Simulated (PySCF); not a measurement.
Species: C5H8S (charge -1 and doublet state).
Geometry (GFN2-xTB, Å), atoms numbered from 1 in this order:
```xyz
14
C5H8S angstrom
C     -1.522    0.881   -0.263
C     -0.512    0.151    0.229
C     -0.627   -1.326    0.445
C      0.855    0.717    0.467
C      1.636    0.392   -0.769
S      2.493   -1.054   -0.943
H     -2.458    0.436   -0.567
H     -1.429    1.945   -0.418
H     -1.552   -1.726    0.031
H      0.224   -1.824   -0.026
H     -0.591   -1.560    1.513
H      1.328    0.249    1.336
H      0.806    1.804    0.621
H      1.348    0.915   -1.677
```

The hyperfine couplings belong to this conformer and change with its torsions.

Identity: `C(=C)(C[CH][S-])C` [radical] (charge -1).

Computed with UKS B3LYP, pcH-1 on C H S, non-relativistic, mean-field spin-orbit, GIAO in PySCF. Whether the extra electron is bound in the gas phase wasn't checked; a finite basis holds it in any case. The geometry wasn't refined by DFT: couplings that depend on bond lengths, twists or pyramidal angles can differ widely from those at the functional's own minimum, by a factor of two or more for some ions and for spin on atoms past the first row. Stability of the SCF solution: not tested.

Where do the isotropic ENDOR lines of H14, H12/H13, H8, H7 and H9/H10/H11 fall at 1209.6 mT, to first order?

For S = 1/2 in fast tumbling each set of equivalent nuclei gives two lines, ν± = |νn ± a/2| to first order, with νn = g_N μN B/h and μN/h = 7.62259 MHz/T.

```json
{"nuclei": "H14", "isotope": "1H", "g_N": "5.5857", "νn (MHz)": "51.50", "a_iso (MHz)": "-29.85", "lower line (MHz)": "36.57", "upper line (MHz)": "66.43"}
{"nuclei": "H12/H13", "isotope": "1H", "g_N": "5.5857", "νn (MHz)": "51.50", "a_iso (MHz)": "25.22", "lower line (MHz)": "38.89", "upper line (MHz)": "64.11"}
{"nuclei": "H8", "isotope": "1H", "g_N": "5.5857", "νn (MHz)": "51.50", "a_iso (MHz)": "-7.61", "lower line (MHz)": "47.69", "upper line (MHz)": "55.31"}
{"nuclei": "H7", "isotope": "1H", "g_N": "5.5857", "νn (MHz)": "51.50", "a_iso (MHz)": "-5.90", "lower line (MHz)": "48.55", "upper line (MHz)": "54.45"}
{"nuclei": "H9/H10/H11", "isotope": "1H", "g_N": "5.5857", "νn (MHz)": "51.50", "a_iso (MHz)": "-0.63", "lower line (MHz)": "51.19", "upper line (MHz)": "51.82"}
```

Which pairs are centred on the nuclear Larmor frequency, and which on half the coupling?

Centred on νn, since |a| < 2νn: H14, H12/H13, H8, H7 and H9/H10/H11. No pair has |a| > 2νn.

Class means assume fast exchange of nuclei equivalent by connectivity; if that motion is slow, each nucleus keeps its own coupling. The three 1H nuclei of mean -0.6 MHz run from -4.1 to 3.0 MHz in the frozen geometry. The 1H value of +25.2 MHz is a mean of couplings from 15.5 to 34.9 MHz in this one geometry, not an average over conformers.

The largest Mulliken spin populations are on C5 (+0.61), S6 (+0.30) and C1 (+0.13). The angles at C5 add up to 356.3°, so it is nearly planar; its axial dipolar tensor and the negative coupling of its proton fit spin in a p orbital normal to that plane.
